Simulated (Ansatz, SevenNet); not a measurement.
For antifluorite Mg2Si, the machine-learned potential SevenNet-l3i5 (trained on PBE and PBE+U data) gives:

| Property | Value |
|---|---|
| equilibrium lattice constant a | 6.361 Å |
| bulk modulus B0 | 57.3 GPa |

### Question
What does LC-ωPBE (plane waves, PAW; Ansatz, an electronic-structure program) give for the same quantities?

### Answer

- lattice constant a: 6.282 Å (drops by 1.2 %)
- bulk modulus: 65.6 GPa (grows by 14 %)

For comparison: bulk modulus 55 GPa (measured, temperature not stated, not corrected to a static lattice, our sources range from 47.0 to 55.0; as tabulated in Råsander and Moram (2015), arXiv:1505.02379).

Changes are worked out from the printed values.

Unless a cell is named, each level is at its own relaxed cell (SevenNet-l3i5 21.44, LC-ωPBE 20.65 Å³/atom).

Ansatz's density-functional and Hartree–Fock values are scalar-relativistic unless marked +SOC, with PAW data made under PBE.
